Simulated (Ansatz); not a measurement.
**How the cohesive energy of zinc-blende HgSe moves with the method**

No measured value is used here.

| level (code) | value (eV/atom) | cell (Å³/atom) |
|---|---|---|
| LDA (Ansatz) | 2.44 | 27.86 |
| PBE (Ansatz) | 1.61 | 30.66 |
| PBEsol (Ansatz) | … | 28.83 |
| HSE06 (Ansatz) | 1.62 | 29.49 |

Problem. Complete the blanks.

Solution. 
- PBEsol (Ansatz, a first-principles code), value (eV/atom): 1.99

Density-functional levels without +SOC have no spin–orbit coupling, which shifts binding energies of heavy elements. Each level is taken at its own relaxed cell. Cutoffs and k meshes differ between the levels. Ansatz's density-functional and Hartree–Fock values are scalar-relativistic unless marked +SOC, with PAW data made under PBE.
